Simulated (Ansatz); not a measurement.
Geometry optimisation, RKS r2SCAN-D4/6-31G* (Ansatz).

Input file:

```yaml
crystal:
  periodic: [false, false, false]
  atoms:
    - { symbol: B, position_ang: [-0.075377, -0.487082, -0.528609] }
    - { symbol: C, position_ang: [-0.014356, -0.223625, 2.273929] }
    - { symbol: H, position_ang: [-1.032353, -0.23092, 2.678067] }
    - { symbol: H, position_ang: [0.701929, -0.319841, 3.096913] }
    - { symbol: H, position_ang: [0.164361, 0.718386, 1.751616] }
    - { symbol: H, position_ang: [0.881506, 0.226296, -0.646122] }
    - { symbol: "N", position_ang: [-1.340578, 0.010438, -0.838141] }
    - { symbol: H, position_ang: [-2.185132, -0.541814, -0.783536] }
    - { symbol: H, position_ang: [-1.507668, 0.974256, -1.09322] }
    - { symbol: H, position_ang: [0.037836, -1.629081, -0.199261] }
    - { symbol: H, position_ang: [0.105131, -1.069014, 1.581264] }
basis:
  gaussian: { orbitals: "6-31G*" }
hamiltonian:
  xc: r2scan
  dispersion: d4
relax:
  f_tol: 0.03
  max_steps: 50
```

Command:

```bash
$ ansatz run input.yaml --threads 1 --pin off --max-ram 2048MiB --backend cpu --events-out ev --progress --plain --runs-dir out
```

Q: Where does it end, and by what steps?

A: It converged. The force dipped under the threshold on the way, but the program's further checks kept it going. After 11 steps the energy has fallen by 0.193 eV; H10 moved furthest, 0.70 Å.

| step | energy less start (eV) | largest force component (eV/Å) | accepted |
| --- | --- | --- | --- |
| 0 | 0.0000 | 0.438 | yes |
| 1 | -0.1175 | 0.188 | yes |
| 2 | -0.1677 | 0.163 | yes |
| 3 | -0.1790 | 0.273 | yes |
| 4 | -0.1866 | 0.073 | yes |
| 5 | -0.1878 | 0.111 | yes |
| 6 | -0.1898 | 0.021 | yes |
| 7 | -0.1903 | 0.155 | yes |
| 8 | -0.1913 | 0.060 | yes |
| 9 | -0.1919 | 0.020 | yes |
| 10 | -0.1924 | 0.118 | yes |
| 11 | -0.1929 | 0.029 | yes |

```xyz
11
Properties=species:S:1:pos:R:3
B -0.107 -0.574 -0.940
C 0.027 -0.167 2.544
H -1.066 -0.188 2.517
H 0.370 -0.154 3.583
H 0.385 0.728 2.027
H 0.849 0.142 -1.052
N -1.373 0.001 -0.871
H -2.223 -0.536 -0.769
H -1.533 1.000 -0.901
H -0.012 -1.770 -0.883
H 0.418 -1.054 2.039
```

Whether the end is a true minimum wasn't checked by a vibrational analysis.

Time of the run: 37 s on 1 thread of Arm Neoverse V1 (shared host), peak memory 0.14 GiB.
